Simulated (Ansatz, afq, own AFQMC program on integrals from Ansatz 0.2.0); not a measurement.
**Where AFQMC and coupled cluster stand for C₂H₂, singlet**

```xyz
4

C     0.0000    0.0000    0.4881
C     0.0000    0.0000   -0.6515
H     0.0000   -0.8297    0.9730
H     0.0000    0.8297    0.9730
```

Connectivity, by distances: CH2–C.

Basis cc-pVDZ. Only valence electrons are correlated. Integrals, coupled cluster, full CI and functionals: Ansatz 0.2.0; the random walks run on the same integrals in our own AFQMC program. ph-AFQMC/CISD is guided by a CISD state made of CCSD amplitudes; releasing the constraint for a short imaginary time cuts its bias at the price of noise, slowly where states lie close. ± is one standard error of the sampling.

Determinant: RHF, the one that the program's search chose, which needn't be the lowest solution. The geometry is a point of a scan.

No full CI on the walks' own integrals is used here; CCSDT(Q) serves as the reference and is uncertain by about the last step of the cluster series.

* T1 diagnostic: 0.0136
* weight of the determinant in the CISD state: 0.896
* size of the correlated space: 10 electrons in 36 orbitals

```csv
level,correlation energy (eV)
MP2,-5.9469
CCSD,-6.7272
CCSD(T),-6.9387
```

(1) Estimate where AFQMC with the constraint released lies against CCSD(T) on the same integrals.

(1) 18.8 ± 12.1 meV below CCSD(T). The gap is under twice the noise, so this walk alone can't tell the two apart.

Reference: CCSDT(Q), correlation energy -6.972 eV. The released energy is read at 2.40 1/Eh (meV from the phaseless value at times in 1/Eh: 1 ± 13 at 0.24, -1 ± 8 at 0.51, 6 ± 11 at 0.99, -9 ± 13 at 1.62, 5 ± 12 at 2.40).

```tsv
level	E − E(reference) (meV)	share of correlation (%)
CCSD(T)	33.3	99.52
CCSDT	12.1	99.83
ph-AFQMC/CISD	9.5 ± 11.7	99.86
released AFQMC	14.5 ± 12.1	99.79
```

A walk keeps the symmetry of its determinant, which the program's search chose and which needn't be the lowest solution, so a lower state of the same spin and another symmetry isn't excluded. Released energies are given only where the last usable release times agree within the noise; a slower fall can still hide under it.
